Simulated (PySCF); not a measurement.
Start geometry of `Clc1ncco1` from GFN2-xTB (Å):
```
atom  x, y, z in Å
Cl1    2.7861   -0.0160    0.6001
C2     1.1453    0.0618    0.2451
N3     0.4725    1.1180   -0.0695
C4    -0.8040    0.6661   -0.2611
C5    -0.8301   -0.6732   -0.0461
O6     0.4244   -1.0685    0.2807
H7    -1.5884    1.3390   -0.5353
H8    -1.5968   -1.4177   -0.0830
```

**Question.** What comes out of this run: CAM-B3LYP/def2-SVP geometry optimisation, gas phase (PySCF 2.14.0)?

**Answer.** 
```
atom  x, y, z in Å
Cl1    2.7480    0.1068    0.9853
C2     1.1629    0.1249    0.3766
N3     0.6825    0.8687   -0.5517
C4    -0.6396    0.4743   -0.6463
C5    -0.8729   -0.5070    0.2566
O6     0.2936   -0.7369    0.9212
H7    -1.3261    0.9252   -1.3592
H8    -1.7315   -1.1060    0.5425
```

The energy falls by 0.71 kcal/mol over 9 energy and gradient evaluations, the largest force component goes from 0.0140 to 2.5e-04 Eh/bohr, and the atoms move by 0.021 Å rms after alignment. Among the bonds, Cl1–C2 and C4–H7 change most and about equally (+0.017 to +0.018 Å). Bonds longer at the end by more than 0.005 Å: 5 of 8; shorter: 1. Rotational constants go from 9774, 2266, 1839 to 9783, 2244, 1825 MHz. The orientation of the end geometry is arbitrary; only internal coordinates are fixed.

The run used 98 basis functions and 72 SCF cycles in all. Hardware: one thread, Arm Neoverse V1 (aarch64), on a shared host. Cost: 34 s wall, 0.54 GiB resident at most.

No CAM-B3LYP/def2-SVP frequencies stand behind this structure, so it isn't proved a minimum.
